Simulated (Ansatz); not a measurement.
System: C2H6N (charge -1, singlet). It need not be the lowest isomer of its formula. Whether it binds its extra electron was not tested at this geometry. 
Coordinates optimised at B3LYP-D3(BJ)/def2-TZVP (Ansatz, a quantum-chemistry and plane-wave program):
SMILES: NC[CH2-]
```xyz
9

C      1.3239    -0.3399     0.0017
C      0.1335     0.5457    -0.0015
N     -1.3043    -0.0455    -0.0006
H      1.3672    -0.9723     0.9042
H      1.3682    -0.9775    -0.8970
H      0.1290     1.2041    -0.8834
H      0.1280     1.2092     0.8766
H     -1.3038    -0.6879     0.7937
H     -1.3029    -0.6925    -0.7912
```
Charge -1, spin multiplicity 1.

Parts of the frozen-core correlation energy in cc-pwCVTZ (Ansatz, hartree). Frozen orbitals: 3; correlated occupied orbitals by spin: 10 and 10; virtual: 200 and 200. No spin-orbit coupling. Non-relativistic.

| term | value |
|---|---|
| reference (HF) | -133.60914 |
| MP2 opposite-spin | [?] |
| MP2 same-spin | [?] |
| CCSD correlation | -0.62980 |
| (T) | [?] |
| T1 diagnostic | 0.013 |
| largest doubles amplitude | 0.026 |

Task: What belongs in the gaps?

Result: 
- MP2 opposite-spin, value: -0.46438
- MP2 same-spin, value: -0.13906
- (T), value: -0.02672
